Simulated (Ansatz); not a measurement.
**Worked example: vertical energy of the triplet above the singlet of AlH3 (SMILES [AlH3])**

The species is AlH3 (4 atoms), meant as a singlet with charge 0. SMILES: `[AlH3]`. Geometry: relaxed at PBE0-D4/def2-TZVP.

Both states at this one shape; open shells run unrestricted unless said. 1 Eh = 27.2114 eV.

| level | program | singlet AlH3 (Eh) | triplet AlH3 (Eh) |
| --- | --- | --- | --- |
| SVWN5/def2-TZVPPD | Ansatz | -243.105366 | -242.939986 |
| r2SCAN/def2-TZVPPD | Ansatz | -244.168115 | -243.998130 |
| r2SCAN0/def2-TZVPPD | Ansatz | -244.164428 | -243.987303 |
| BCCD(T)/def2-TZVPPD, 5 core orbitals frozen | Ansatz | -243.761586 | -243.570684 |

Work out the vertical gap, second state less first, at each level.


1. SVWN5/def2-TZVPPD: -242.939986 − (-243.105366) = 0.165380 Eh = 4.50 eV.
2. r2SCAN/def2-TZVPPD: -243.998130 − (-244.168115) = 0.169985 Eh = 4.63 eV.
3. r2SCAN0/def2-TZVPPD: -243.987303 − (-244.164428) = 0.177125 Eh = 4.82 eV.
4. BCCD(T)/def2-TZVPPD: -243.570684 − (-243.761586) = 0.190902 Eh = 5.19 eV.

No measured value is set beside it here; the levels span 4.50 to 5.19 eV.
